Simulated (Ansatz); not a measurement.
Relaxing Ba3C

Theory: DFT PBE, scalar-relativistic, plane waves, PAW (Ansatz 0.2.0). Cutoff 420 eV, Γ-centred k mesh, Gaussian smearing, no spin polarisation in the final step.

Ba3C was placed on the TiAl3 (D0_22) structure type (I4/mmm, No. 139), with C in place of Ti, Ba in place of Al, at a guessed volume.

```xyz
4
Lattice="-2.3840 2.3840 5.3253 2.3840 -2.3840 5.3253 2.3840 2.3840 -5.3253" Properties=species:S:1:pos:R:3 pbc="T T T"
Ba    0.0000    0.0000    5.3253
Ba    2.3840    0.0000    2.6626
Ba    0.0000    2.3840    2.6626
C     0.0000    0.0000    0.0000
```

Cell and atoms relax at zero pressure; the relaxation can't lower the symmetry of the start.

The zero of energy is the elements' standard structures at the same level; no fitted shifts are applied.

What does it relax into?

It keeps I4/mmm (No. 139). The result has the TiAl3 (D0_22) structure. Conventional cell: a = 4.917 Å, c = 10.542 Å. Around Ba on Wyckoff site b (1 atom of the primitive cell) lie 4 C at 3.48 Å and 8 Ba at 3.60 Å; Ba on Wyckoff site d (2 atoms of the primitive cell) is coordinated by 8 Ba at 3.48–3.60 Å and 4 C at 3.60 Å; C is coordinated by 12 Ba at 3.48–3.60 Å.

Space group I4/mmm (No. 139). a = 4.917 Å, b = 4.917 Å, c = 10.542 Å, α = 90.00°, β = 90.00°, γ = 90.00°
```csv
atom,site,symmetry,x,y,z
Ba,2b,4/mmm,0.5000,0.5000,0.0000
Ba,4d,-4m2,0.5000,0.0000,0.2500
C,2a,4/mmm,0.0000,0.0000,0.0000
```

What are its volume, energy, density and gap?

The volume per atom is 31.86 Å³. The density is 5.53 g/cm³, the energy over the elements is 1.18 eV/atom and the gap on the 14×14×14 mesh is 0 eV (a metal).

The final run used a 14×14×14 mesh on its 4-atom cell and 0.10 eV smearing. The k mesh leaves about 4 meV/atom of noise in metals. A structure relaxed within its symmetry needn't be a true minimum.

Cost: 2 runs of about 5.1 core-minutes in all, on Arm Neoverse V1 (shared hosts).